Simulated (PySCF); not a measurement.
# The first ionisation energy along the third row

Calculated with PySCF 2.14 from differences of total energies of unrestricted determinants, without spin-orbit coupling. Values in eV. The last column holds reference values (NIST; (s) semi-empirical, (t) theoretical, else measured). Unmarked ones compare directly (S terms, centres of terms, or small fine structure); those marked * lie between the lowest fine-structure levels and include a spin-orbit shift.

| element | configurations | UHF | PBE | r2SCAN | MP2 (valence) | SCS-MP2 (valence) | CCSD(T) (valence) | reference |
| --- | --- | --- | --- | --- | --- | --- | --- | --- |
| Mg (ANO-RCC-VTZP, spin-free X2C) | [Ne] 3s2 → [Ne] 3s1 | 6.621 | 7.630 | 7.396 | 7.189 | 7.302 | 7.522 | 7.646 |
| Al (ANO-RCC-VTZP, spin-free X2C) | [Ne] 3s2 3p1 → [Ne] 3s2 | 5.590 | 6.060 | 6.165 | 5.812 | 5.798 | 5.931 | 5.977 |
| Si (ANO-RCC-VTZP, spin-free X2C) | [Ne] 3s2 3p2 → [Ne] 3s2 3p1 | 7.628 | 8.190 | 8.319 | 8.036 | 7.949 | 8.104 | 8.157 |
| P (ANO-RCC-VTZP, spin-free X2C) | [Ne] 3s2 3p3 → [Ne] 3s2 3p2 | 9.898 | 10.482 | 10.632 | 10.475 | 10.298 | 10.456 | 10.526 |
| S (ANO-RCC-VTZP, spin-free X2C) | [Ne] 3s2 3p4 → [Ne] 3s2 3p3 | 9.220 | 10.408 | 10.367 | 9.956 | 10.029 | 10.110 | 10.336 |
| Cl (ANO-RCC-VTZP, spin-free X2C) | [Ne] 3s2 3p5 → [Ne] 3s2 3p4 | 11.748 | 12.952 | 12.985 | 12.713 | 12.707 | 12.724 | 12.974 |
| Ar (ANO-RCC-VTZP, spin-free X2C) | [Ar] → [Ne] 3s2 3p5 | 14.543 | 15.700 | 15.752 | 15.694 | 15.588 | 15.558 | 15.819 |

Q: Which of these methods has the smallest mean absolute error against the measured values here?

A: PBE, with 0.056 eV.

```
           method  elements  mean error (eV)  mean absolute error (eV)  largest error (eV)
              UHF         7           -0.884                     0.884              -1.276
              PBE         7           -0.002                     0.056              -0.119
           r2SCAN         7            0.026                     0.116              -0.250
    MP2 (valence)         7           -0.223                     0.223              -0.457
SCS-MP2 (valence)         7           -0.252                     0.252              -0.344
CCSD(T) (valence)         7           -0.147                     0.147              -0.261
```

Errors include the incompleteness of the basis and the frozen core.

"Valence" correlates the outer s and p shells and, in groups 3 to 12 and the f block, the outer d or f shell, open or full, or the next shell where the ion has no valence electron left; the wider scheme adds the next inner shell.
